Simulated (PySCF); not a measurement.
H₃P. Atoms are numbered in the order given.

```xyz
4

P      0.0000     0.0000     0.1290
H     -1.0308    -0.5951    -0.6451
H      0.0000     1.1902    -0.6451
H      1.0308    -0.5951    -0.6451
```

Coordinates come from a PBE0-D3(BJ)/def2-TZVPD optimisation.

Calculation: PySCF 2.14.0 with PBE0-D3(BJ)/def2-TZVPD.

Frequencies are harmonic and unscaled.

Modes within 1.5 cm⁻¹ of each other (mostly degenerate sets) share a row, with their intensities summed.

```tsv
mode	ν (cm⁻¹)	IR (km/mol)	moving atoms (share of kinetic energy)
1	1000	17.4	H 94 %
2–3	1131	21.9	H 98 %
4	2410	28.6	H 98 %
5–6	2422	100.4	H 97 %
```
